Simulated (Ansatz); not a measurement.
One change: `[SiH3][SiH2]S` becomes `N[SiH2]S`.

Ansatz, PBE0-D4/def2-TZVP geometries, multiplicity 1. Each molecule was computed in one conformer, which needn't be the lowest.

```json
{"property": "HOMO–LUMO gap (PBE0/def2-TZVPP) / eV", "`[SiH3][SiH2]S`": "7.10"}
{"property": "HOMO–LUMO gap (PBE/def2-TZVPP) / eV", "`[SiH3][SiH2]S`": "5.03"}
{"property": "LUMO energy (ωB97M-V/def2-TZVPP) / eV", "`[SiH3][SiH2]S`": "1.34"}
{"property": "ideal-gas entropy at 298 K and 1 bar (rigid rotor, harmonic PBE0-D4/def2-TZVP) / J/(mol·K)", "`[SiH3][SiH2]S`": "338"}
{"property": "LUMO energy (PBE/def2-TZVPP) / eV", "`[SiH3][SiH2]S`": "-1.24"}
{"property": "LUMO energy (B3LYP/def2-TZVPP) / eV", "`[SiH3][SiH2]S`": "-0.59"}
```

Q: Give the same properties after the change, and the shifts. (An estimate is asked.)

A: Ansatz gave: 
```
                                                                                  property  `N[SiH2]S`  shift
                                                      HOMO–LUMO gap (PBE0/def2-TZVPP) / eV        7.47   0.37
                                                       HOMO–LUMO gap (PBE/def2-TZVPP) / eV        5.34   0.31
                                                     LUMO energy (ωB97M-V/def2-TZVPP) / eV        1.90   0.56
ideal-gas entropy at 298 K and 1 bar (rigid rotor, harmonic PBE0-D4/def2-TZVP) / J/(mol·K)         315    -23
                                                         LUMO energy (PBE/def2-TZVPP) / eV       -0.59   0.65
                                                       LUMO energy (B3LYP/def2-TZVPP) / eV        0.01   0.60
```

With PBE0 the HOMO rises by 0.31 eV and the LUMO rises by 0.68 eV, so the gap widens by about 0.37 eV. PBE moves the HOMO by 0.33 eV and ωB97M-V by 0.30 eV. The zero-point energy changes by 3.8 kJ/mol with -3 modes.

B3LYP here is the variant with VWN-RPA as its local correlation; programs differ in this.
